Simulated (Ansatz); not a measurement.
Input file:

```yaml
crystal:
  periodic: [false, false, false]
  atoms:
    - {symbol: B, position_ang: [0.000000, 0.000000, 0.000000]}
    - {symbol: S, position_ang: [0.000000, 0.000000, 2.338000]}
basis:
  gaussian: {orbitals: cc-pVDZ}
total_charge: 1
magnetization: {spin_polarized: false, initial_magnetization: 2}
hamiltonian: {xc: pbe}
correlation: {active_space: {window: {electrons: 4, orbitals: 4}}}
scf: {lower_state_search: off}
```

```sh
$ ansatz run in.yaml --threads 1 --pin off --events-out ev --progress --plain --max-ram 2393MiB
```

Q: What does the program do with this input?

A: Refused. The input was made wrong on purpose (active space on a functional), so the run isn't a sound calculation of what was asked.
```
Error: invalid value for `correlation.active_space`: it starts from restricted Hartree–Fock orbitals; set hamiltonian.xc: hf without magnetization.spin_polarized
```
